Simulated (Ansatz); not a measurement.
## How methods differ on AlH2ClF− (SMILES [F][AlH2-][Cl])

The species is AlH2ClF− (5 atoms), meant as a singlet with charge -1. As SMILES, `[F][AlH2-][Cl]`. The shape comes from GFN2-xTB, which is rough for such elements, and wasn't checked as a minimum.

```jsonl
{"atom": "F", "x (Å)": "-1.1933", "y (Å)": "0.1142", "z (Å)": "1.2287"}
{"atom": "Al", "x (Å)": "-0.0869", "y (Å)": "0.0623", "z (Å)": "-0.0524"}
{"atom": "Cl", "x (Å)": "1.6539", "y (Å)": "-0.9929", "z (Å)": "0.5113"}
{"atom": "H", "x (Å)": "-0.7327", "y (Å)": "-0.7218", "z (Å)": "-1.2690"}
{"atom": "H", "x (Å)": "0.3590", "y (Å)": "1.5383", "z (Å)": "-0.4186"}
```

Quantity: the vertical detachment energy (to the doublet neutral), in eV. The values are calculated.

```
          level                   kind  program  value (eV)  CPU time (all runs)
    BLYP/STO-3G                    GGA   Ansatz       -0.15                4.6 s
  revPBE/STO-3G                    GGA   Ansatz       -0.04                  5 s
   B3LYP/STO-3G          global hybrid   Ansatz        0.59                4.8 s
    PBE0/STO-3G          global hybrid   Ansatz        0.65                4.6 s
 CCSD(T)/STO-3G  coupled cluster or CI   Ansatz           ?                2.1 s
    CCSD/STO-3G  coupled cluster or CI   Ansatz           ?                2.1 s
CCSDT(Q)/STO-3G  coupled cluster or CI   Ansatz        0.38                4.4 s
     FCI/STO-3G     exact in the basis   Ansatz        0.38                 29 s
```

(1) Estimate what the levels marked ? give.

Answers

(1) As computed at these levels: CCSD(T)/STO-3G: 0.42 eV; CCSD/STO-3G: 0.44 eV. Sets without diffuse functions describe the anion poorly. The values span -0.15 to 0.65 eV. All rows use very small basis sets, so even the best lies far from the true value. CPU times are rough (shared hosts, several kinds of processor): they show what a rung costs within a factor of a few.
